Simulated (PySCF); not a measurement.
## Does the structure fit the spectrum?

A compound C4H3N gives the data below (simulated from a calculation) and was assigned the structure `C#CCC#N`.

$^{13}$C{$^{1}$H} NMR (computed): δ 235.0 (C), 117.1 (C), 83.0 (CH2), 72.1 (CH).

$^{1}$H NMR (500 MHz, computed): δ 5.42 (m, 2H), 5.35 (m, 1H).

One conformer, fast rotation and ring inversion assumed for equivalent nuclei, no relativistic terms, gas phase. B97-2/pcSseg-2 with gauge-including orbitals; PBE0-D3(BJ)/def2-TZVP geometry; PySCF 2.14.

Chemical shifts δ = σref − σ; TMS for $^{1}$H (σ = 31.64 ppm), $^{13}$C (σ = 185.38 ppm), all at this level.

Task: Compare with the shifts computed for the proposed structure, pairing carbons in order of shift.

Result: Mapped SMILES: `[CH:1]#[C:2][CH2:3][C:4]#[N:5]`; H(Xn) means a hydrogen on atom n.

```tsv
atom	computed for proposal	given list	difference
C4	118.9	235.0	-116.1
C1	76.9	117.1	-40.2
C2	75.8	83.0	-7.2
C3	10.5	72.1	-61.6
```

The rms difference is 68.8 ppm and the largest -116.1 ppm at C4 (nitrile carbon). The carbon types in order of shift don't match either: C, CH, C, CH2 for the proposal against C, C, CH2, CH in the data. The proposal doesn't fit.

Task: Which isomer fits?

Result: `InChI=1S/C4H3N/c1-2-3-4-5/h3H,1H2`.

- Carbon types of the structure: 2 × C, 1 × CH, 1 × CH2, which accounts for all hydrogens.
- δC 235.0: central carbon of an allene; the central sp carbon of an allene is among the most deshielded carbons of hydrocarbons.
- δC 117.1: nitrile carbon; typical of a nitrile.
- δC 83.0, 72.1: terminal carbon of a cumulated C=C=C unit.
- δH 5.42, 5.35: hydrogen on a terminal carbon of a cumulated C=C=C unit; attached to an sp2 carbon and in the plane of the double bond.

This is the structure that produced the data.

Shifts are as computed. Against solution values, carbons near 30 ppm lie about +3 ppm off and those near 130 ppm about +7 ppm. Of 1211 compounds with measured shifts, 218 miss one by over three times the rms of a fit or turn the order of signals round; such compounds aren't used in these exercises. No couplings were computed; multiplicities are counted from neighbouring protons, with m where these are inequivalent, close in shift, in a saturated or five-membered ring or joined by F or P, and br s for small geminal =CH2 splittings.
